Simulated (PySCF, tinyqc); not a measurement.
A ladder of methods, and size consistency: correlation methods against full CI in the sto-6g basis, for BH, spin multiplicity 1. Computed by the program tinyqc with PySCF. Command: `OMP_NUM_THREADS=1 python tinyqc.py 113783 113784 out.jsonl`; one thread of a shared host (Intel(R) Xeon(R) Processor @ 2.60GHz), about 1 s.

Geometry (angstrom):
```
atom,x,y,z
B,0.0000,0.0000,0.0000
H,0.0000,0.0000,1.3000
```

RHF energy of one = -24.997538 hartree

All electrons correlated; +Q is the Davidson correction (1 - c0^2) E_corr. The last columns treat two copies 100 angstrom apart as one system. FCI is the lowest singlet.

Correlation energies (hartree):
```
method,E_corr of one,share of FCI (%),E_corr of two at 100 angstrom,two minus twice one (mhartree)
MP2,-0.03104,51.484,-0.06209,0.000
CISD,-0.05820,96.533,-0.10830,8.112
CISD+Q,-0.06295,104.396,-0.12226,3.629
CCSD,-0.06013,99.728,-0.12026,0.000
CCSD(T),-0.06019,99.817,-0.12037,0.000
FCI,-0.06030,100.000,-,-
```

MP2 recovers 51 %, CISD 96.5 % and CCSD 99.7 % of the FCI value (c0^2 = 0.919 in CISD). MP2 and coupled cluster are size consistent, so their last column vanishes; CISD loses 8.11 mhartree, since a double excitation on each copy is a quadruple of the pair, and the Davidson correction leaves +3.63. The restricted reference is unstable here: a spin-polarised solution lies 0.0111 hartree lower (PySCF), so results built on it describe a poor reference.
